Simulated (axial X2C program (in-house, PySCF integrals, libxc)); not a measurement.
## Bond lengths and stretching modes, held linear, of NPO

Calculated with an in-house all-electron X2C program for linear molecules (integrals from PySCF): two-component X2C with atomic mean-field Coulomb and Gaunt terms, Gaussian nuclei, basis N dyall-av3z, P dyall-v3z, O dyall-av3z with contracted cores. Spin-free rows use the one-electron spin-free X2C Hamiltonian.

Masses N 14.003, P 30.974, O 15.995 u. States: 2c Ω = 0 (all partner blocks equally filled); spin-free M_S = 0, Λ = 0 (closed shell).

BHandHLYP, spin-free: energies above the lowest point

```tsv
r(N–P) (Å)	r(P–O) (Å)	E (meV)
1.4537	1.4332	1.82
1.4537	1.4700	0.00
1.4537	1.5067	80.35
1.4910	1.4332	2.11
1.4910	1.4700	1.44
1.4910	1.5067	83.06
1.4910	1.5435	228.48
1.5283	1.4332	89.01
1.5283	1.4700	89.74
1.5283	1.5067	172.91
1.5656	1.4700	245.81
1.5656	1.5435	479.96
```

Fit a quadratic surface with cubic terms in each bond: where is the minimum, and what are the two stretching wavenumbers?

At BHandHLYP, spin-free: bonds 1.472 and 1.452 Å; harmonic stretches 1125.3 and 1559.5 cm⁻¹; force constants 11.2, 10.9 and coupling 0.18 mdyn/Å.

The other levels and Hamiltonians give:

```
Hamiltonian      level  r(N–P) (Å)  r(P–O) (Å)  lower stretch (cm⁻¹)  upper stretch (cm⁻¹)
         2c       PBE0       1.490       1.470                1081.4                1516.0
         2c         HF       1.453       1.433                1196.3                1629.9
         2c  BHandHLYP       1.472       1.452                1125.3                1559.3
         2c        MP2       1.534       1.493                 975.3                1452.8
  spin-free       PBE0       1.490       1.470                1081.5                1516.2
  spin-free         HF       1.453       1.432                1196.4                1630.0
  spin-free        MP2       1.534       1.493                 975.1                1453.0
```

Each state is one determinant, the lowest of a limited PBE0 search; the stretches come from a fit to these few points and carry an uncertainty of a few per cent. Other orders of the atoms were not compared. The levels spread by more than a fifth, so the stretches depend strongly on the method. MP2 freezes inner shells (threshold -2 hartree). The molecule was held linear; bending was not examined, so a bent shape may lie lower.
